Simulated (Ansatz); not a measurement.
All values below come from frozen-core CCSD(T)/cc-pVTZ // M06-2X/def2-TZVP (Ansatz, an electronic-structure program).

Ansatz 0.2 input:
```yaml
crystal:
  periodic: [false, false, false]
  atoms:
    - { symbol: F, position_ang: [0.460357, -0.000002, -0.000002] }
    - { symbol: H, position_ang: [-0.459882, 0.000002, 0.000002] }
basis:
  gaussian: { orbitals: cc-pVTZ }
correlation:
  method: ccsd_t
```

Output:

```
Functional definition: HF
267 factors; integrals over basis functions are off by at most 1.1e-3 eV
mean field evaluation 1: about -2721.7798 eV, gradient 2.5e1 eV
mean field evaluation 2: about -2721.7799 eV, gradient 2.5e1 eV
mean field evaluation 4: about -2722.7083 eV, gradient 1.2e0 eV
mean field evaluation 8: about -2722.7128 eV, gradient 3.9e-5 eV
mean field evaluation 16: about -2722.7123 eV, gradient 3.4e-1 eV
mean field -2722.71279630 eV, -100.0578497431 hartree, gradient 1.6e-6 eV, S^2 0.000000; 0 other end points of the search recorded, 0 dependent functions left out
1 core orbitals not correlated
reference -2722.71279630 eV, -100.0578497431 hartree; 4, 4 occupied and 39, 39 virtual orbitals, 267 factors
second order -7.39958444 eV of doubles, -0.00000000 eV of singles
cycle   1  -7.32924770 eV  change    7.0e-2 eV  update   3.5e-2
cycle   2  -7.44087892 eV  change   -1.1e-1 eV  update   8.7e-3
cycle   3  -7.46107838 eV  change   -2.0e-2 eV  update   3.4e-3
cycle   4  -7.45873136 eV  change    2.3e-3 eV  update   5.4e-4
cycle   5  -7.45898495 eV  change   -2.5e-4 eV  update   1.7e-4
cycle   6  -7.45905188 eV  change   -6.7e-5 eV  update   3.6e-5
cycle   7  -7.45904098 eV  change    1.1e-5 eV  update   1.1e-5
cycle   8  -7.45904160 eV  change   -6.3e-7 eV  update   2.5e-6
perturbative correction -0.17364812 eV, -0.0063814509 hartree
Total energy: -2730.34548603 eV, -100.3383459170 hartree
```

Cost: very roughly 0.3 core-seconds.
